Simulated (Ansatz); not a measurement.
# HB–PH2, doublet: reading a ladder of total energies

Geometry: a PBE0/def2-TZVP stationary point for this spin, not checked as a minimum.

```xyz
5

B     0.1000    0.1600    1.3248
P    -0.0800   -0.0335   -0.4731
H     0.0340   -0.5521    2.2719
H     0.6856   -1.1488   -0.8924
H     0.6655    1.0138   -1.0512
```

Basis cc-pVDZ; Ansatz 0.2.0. Only valence electrons are correlated (noble-gas cores frozen), which leaves 11 electrons in 41 orbitals. Prefix R: restricted or restricted open-shell reference; prefix U: unrestricted.

Full CI isn't at hand for all of this; UCCSDT(Q) serves as the reference, and is uncertain by about the last step of the cluster series.

Runs differ by some tens of microhartree through their thresholds and, for an open shell, their frozen cores, so steps under 0.03 kcal/mol mean nothing.

```tsv
level	total energy (hartree)
UHF	-367.088655
UMP2	-367.275573
UCCSD	-367.313022
UCCSD(T)	-367.319948
UCCSDT	-367.321165
UCCSDT(Q)	-367.321571
```

Q: What is the correlation energy at UCCSDT(Q), and what share of it do UMP2 and UCCSD recover?

A: E(corr) = -367.321571 − (-367.088655) = -0.232916 hartree = -6.338 eV. UMP2: -0.186918 / -0.232916 = 80.25 %. UCCSD: -0.224367 / -0.232916 = 96.33 %.

Q: By how many kcal/mol does UCCSD(T) miss UCCSDT(Q) (1 hartree = 627.509 kcal/mol), and which steps make up the rest?

A: -367.319948 − (-367.321571) = 0.001623 hartree = 1.02 kcal/mol. Steps: UCCSDT − UCCSD(T) = -0.76, UCCSDT(Q) − UCCSDT = -0.25 kcal/mol. Differences between like states or geometries often cancel part of this.
